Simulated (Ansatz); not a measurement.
One crystal and one scan (energy against volume) at two levels, r2SCAN (plane waves to 500 eV, PAW, scalar-relativistic; Ansatz, a program for electronic structure) and PBE (plane waves to 420 eV, PAW, scalar-relativistic; Ansatz), each from its own relaxed cell and on its own mesh. The cell shown is that of r2SCAN.

V (bcc, W type)

```xyz
1
Lattice="-1.4924 1.4924 1.4924 1.4924 -1.4924 1.4924 1.4924 1.4924 -1.4924" Properties=species:S:1:pos:R:3 pbc="T T T"
V      0.0000     0.0000     0.0000
```

Equation-of-state scan: isotropic scaling of the cell above, V₀ being its volume. Symmetry pins the atoms to their sites.

The energy includes the smearing's −TS. The PAW data are Ansatz's earlier set. V is run without spin polarisation. V was relaxed with its symmetry unable to fall. Percentages come from the unrounded values. Both scans cover V/V₀ from 0.940 to 1.060.

Results of r2SCAN:

Lattice constant a (Å): 2.985
Pressure at the smallest volume (GPa): 13.3
Energy cost of the largest compression (meV/atom): 32
Bulk modulus B₀ (third-order Birch-Murnaghan fit) (GPa): 192.6
Pressure derivative B₀′ (fit): 3.6
Pressure for 5 % compression (fit) (GPa): 10.8

Question: What does PBE give for the same quantities?

Answer: 
```csv
quantity,PBE,r2SCAN − PBE
Lattice constant a (Å),2.997,-0.012 (-0.4 %)
Pressure at the smallest volume (GPa),12.6,+0.7 (+6 %)
Energy cost of the largest compression (meV/atom),30,+2 (+4 %)
Bulk modulus B₀ (third-order Birch-Murnaghan fit) (GPa),181.6,+11.0 (+6.1 %)
Pressure derivative B₀′ (fit),3.8,-0.2 (-3 %)
Pressure for 5 % compression (fit) (GPa),10.3,+0.5 (+6 %)
```

r2SCAN gives the higher value for: pressure at the smallest volume; bulk modulus B₀; pressure for 5 % compression. r2SCAN gives the lower value for: lattice constant a. For the lattice constant a the reference is 3.021 Å (measured, corrected to the static lattice; as given in Daniel Mejia-Rodriguez, S. B. Trickey, Physical Review B (2018), arXiv:1807.09216): PBE lies nearer. For the bulk modulus B₀ the reference is 161 GPa (measured, corrected to the static lattice; as given in H. Levämäki, M. P. J. Punkkinen, K. Kokko et al., Physical Review B (2014), arXiv:1402.3671): PBE lies nearer. 

(A scan under strain: stresses follow from slopes of the energy per volume, elastic moduli from its curvatures.)
